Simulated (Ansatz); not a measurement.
Calculated with Ansatz (gas phase, PBE0-D4/def2-TZVP geometries, no zero-point term in ΔE). CCSD(T)/CBS adds triple-zeta CCSD(T) − MP2 to the extrapolated MP2 energy (def2 sets, frozen cores). This one scheme is used for every species. Functionals use def2-TZVPP. Each species was taken in one conformer, which may not be the lowest.

Reaction (substitution at a C–F bond): `N=C(F)CO` + HCl → `N=C(Cl)CO` + H–F

| level | ΔE (eV) |
| --- | --- |
| PBE0-D4 | -0.10 |
| CCSD/def2-TZVPP | -0.03 |

(1) What does CCSD(T)/CBS give? (Estimate.)

Largest T1 diagnostic among the species: 0.012.

Answers

(1) Computed: -0.15 eV. The listed levels differ from it by 0.05, 0.12 eV.

The D4 term adds −0.07 eV with B3LYP and −0.03 eV with PBE0; it sums over pairs of atoms, weighted by their polarisabilities, and B3LYP, whose exchange is more repulsive, gets the larger term. In def2-TZVPP, CCSD(T) changes the Hartree–Fock value by −0.27 eV (the triples alone add −0.05 eV) and MP2 by −0.40 eV.

B3LYP here is the variant with VWN-RPA as its local correlation; programs differ in this.
